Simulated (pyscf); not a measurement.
PySCF, gas phase, ωB97X-D3(BJ)/def2-SVP geometries.

Problem. PBE/def2-TZVP puts the barrier of `[Cl][GeH]` [singlet] + `[H][H]` -> `[Cl][GeH3]` (insertion; singlet surface; H–H broken, Ge–H, Ge–H formed) at 22.8 kcal/mol and the reaction energy at -27.8 kcal/mol, from the separated reactants. What do B3LYP-D3(BJ)/def2-TZVP, PBE0-D3(BJ)/def2-TZVP, ωB97M-D3(BJ)/def2-TZVP give on the same structures?

Solution. B3LYP-D3(BJ): ΔE‡ = 29.6 kcal/mol, ΔE = -27.0 kcal/mol; PBE0-D3(BJ): ΔE‡ = 23.8 kcal/mol, ΔE = -33.0 kcal/mol; ωB97M-D3(BJ): ΔE‡ = 30.0 kcal/mol, ΔE = -29.5 kcal/mol. PBE's barrier lies under all of them, by 0.9 to 7.1 kcal/mol. Its reaction energy lies among theirs. The same reactants have a lower exit, to Cl–GeH: [singlet] + H₂ (barrier +15.3 kcal/mol at ωB97M-D3(BJ)/def2-TZVP, against +30.0 kcal/mol here). This is the saddle that the search found; another between the same sides may lie lower. Elements up to Kr have no core potential and no relativistic terms here.
